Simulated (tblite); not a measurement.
# FH6PSi: the cost of one run

Computed with tblite 0.8.0 and PySCF 2.14.0; each step states its level. No surroundings beyond the atoms listed, unless a continuum is named. Atoms count from 0, parts from 1.

## (1) Starting point

9 atoms, charge 0, multiplicity 1; geometry: rigid parts in contact. Parts: 1 = atoms 0–4, `F[SiH3]`, charge 0; 2 = atoms 5–8, `P`, charge 0.

## (2) Search for minima with GFN2-xTB

The job: settings as JSON, then the geometry in Å.

```
{"job": {"kind": "dock", "xc": "GFN2-xTB", "basis": "xTB"}, "charge": 0, "multiplicity": 1, "parts": [{"atoms": "0-4", "charge": 0, "multiplicity": 1}, {"atoms": "5-8", "charge": 0, "multiplicity": 1}]}
Si    -0.092940     0.004356    -0.009436
F      1.503770    -0.069754     0.145447
H     -0.373426     1.377366    -0.397089
H     -0.420566    -0.967453    -1.040334
H     -0.616838    -0.344516     1.301412
P      1.434192     0.417231     3.476305
H      0.623379     1.511458     3.736500
H      1.676863     0.836432     2.176761
H      2.560981     1.068380     3.955354
```

Method: GFN2-xTB search for minima from random contacts, gas phase.

On the command line:

```sh
$ OMP_NUM_THREADS=1 python cluster_run.py task.json out
```

This one command runs all jobs of the session in turn.

**Question.** How long does this first job take on 1 thread of Arm Neoverse V1, shared host?

About 5 s.
